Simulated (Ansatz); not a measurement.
Species: NH$_{2}$ (charge -1, singlet). Whether it binds its extra electron was not tested at this geometry. 
Structure (B3LYP-D3(BJ)/def2-TZVP (Ansatz, a first-principles code) minimum search):
SMILES: [NH2-]
```xyz
3

N     -0.0036     0.1120     0.0955
H      0.8078    -0.3747    -0.3249
H     -0.7828    -0.4094    -0.3435
```
Charge -1, spin multiplicity 1.

Basis-set convergence of Hartree-Fock and CCSD(T) correlation energies (hartree) with Ansatz. Valence correlation only, unless marked. No spin-orbit coupling. No relativistic terms.

```csv
basis,functions,E(HF),"E(corr, CCSD(T))"
def2-SVPD,36,-55.47651,-0.23193
def2-TZVPPD,71,-55.54518,-0.26983
def2-QZVPPD,129,-55.54954,-0.28411
```

Extrapolating the two largest sets (X = 3 and 4) as X^-3: E(corr) = (64·(-0.28411) - 27·(-0.26983))/37 = -0.2945 Eh, an estimate of the basis-set limit. The largest set recovers 96.5 % of it, the smallest 78.7 %.
